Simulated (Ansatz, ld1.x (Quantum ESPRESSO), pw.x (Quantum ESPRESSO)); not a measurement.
# pw.x on diamond Tc: one setting changed

Potential: norm-conserving Troullier–Martins (Kleinman–Bylander form), ld1.x (Quantum ESPRESSO) 7.5, PBEsol; core [Kr], reference 4d5 5s1 5p1; waves: 5p (bound): rc 2.75 bohr; 4d (bound): rc 1.50 bohr; 4f channel at -0.1 Ry: rc 2.50 bohr; 5s (bound): rc 2.20 bohr; local part: the s channel; core correction: none.

The reference run (k-mesh 8³, cutoffs 75/300 Ry, Fermi–Dirac 0.01 Ry, mixing_beta 0.4, conv_thr 1e-9, no spin) gives 1.53 GPa at 20.542 Å³/atom, where all-electron LAPW gives 0.10 GPa. This run, with its own iteration cap, changes nosym to true.

```
&control
  calculation='scf', prefix='x', pseudo_dir='./', outdir='./tmp', tstress=.true., disk_io='none'
/
&system
  ibrav=0, nat=2, ntyp=1, ecutwfc=75, ecutrho=300, nbnd=15,
  occupations='smearing', smearing='fd', degauss=0.01, nosym=.true.
/
&electrons
  conv_thr=1e-09, mixing_beta=0.4, electron_maxstep=50
/
ATOMIC_SPECIES
Tc 1.0 Tc.UPF
CELL_PARAMETERS angstrom
  0.00000000 2.73871963 2.73871963
  2.73871963 0.00000000 2.73871963
  2.73871963 2.73871963 0.00000000
ATOMIC_POSITIONS crystal
Tc 0.0000 0.0000 0.0000
Tc 0.2500 0.2500 0.2500
K_POINTS automatic
8 8 8 0 0 0
```

```bash
pw.x < Tc.scf.in > Tc.scf.out
```

How does the run end?

It converges in 9 iterations; the free energy moves by +0.0 meV/atom and the pressure by +0.00 GPa. The result is that of the reference run.

```
lattice parameter (alat)  =       7.3192  a.u.
     unit-cell volume          =     277.2486 (a.u.)^3
     number of electrons       =        14.00
     number of Kohn-Sham states=           15
     kinetic-energy cutoff     =      75.0000  Ry
     charge density cutoff     =     300.0000  Ry
     scf convergence threshold =      1.0E-09
     Exchange-correlation= PBESOL
     number of k points=   260  Fermi-Dirac smearing, width (Ry)=  0.0100
     iteration #  1     ecut=    75.00 Ry     beta= 0.40
     total energy              =     -46.97405655 Ry
     estimated scf accuracy    <       0.14806018 Ry
     iteration #  2     ecut=    75.00 Ry     beta= 0.40
     total energy              =     -46.98284758 Ry
     estimated scf accuracy    <       0.02644090 Ry
     iteration #  3     ecut=    75.00 Ry     beta= 0.40
     total energy              =     -46.98276960 Ry
     estimated scf accuracy    <       0.00427442 Ry
     iteration #  4     ecut=    75.00 Ry     beta= 0.40
     total energy              =     -46.98311570 Ry
     estimated scf accuracy    <       0.00002769 Ry
     iteration #  5     ecut=    75.00 Ry     beta= 0.40
     total energy              =     -46.98314386 Ry
     estimated scf accuracy    <       0.00004250 Ry
     iteration #  6     ecut=    75.00 Ry     beta= 0.40
     total energy              =     -46.98314843 Ry
     estimated scf accuracy    <       0.00000218 Ry
     iteration #  7     ecut=    75.00 Ry     beta= 0.40
     total energy              =     -46.98314868 Ry
     estimated scf accuracy    <       0.00000004 Ry
     iteration #  8     ecut=    75.00 Ry     beta= 0.40
     total energy              =     -46.98314869 Ry
     estimated scf accuracy    <       0.00000002 Ry
     iteration #  9     ecut=    75.00 Ry     beta= 0.40
     the Fermi energy is     9.3504 ev
!    total energy              =     -46.98314870 Ry
     estimated scf accuracy    <          3.3E-10 Ry
     smearing contrib. (-TS)   =      -0.00842002 Ry
     The total energy is F=E-TS. E is the sum of the following terms:
     one-electron contribution =       8.07981400 Ry
     hartree contribution      =       6.52089268 Ry
     xc contribution           =     -10.57424271 Ry
     ewald contribution        =     -51.00119265 Ry
     convergence has been achieved in   9 iterations
          total   stress  (Ry/bohr**3)                   (kbar)     P=       15.27
     Message from routine punch:
     Nothing written, as per user request (disk_io='none')
```

The run took about 3.6 min on one core of a shared host (Neoverse-V1, 32 threads, 247 GiB, load 47).
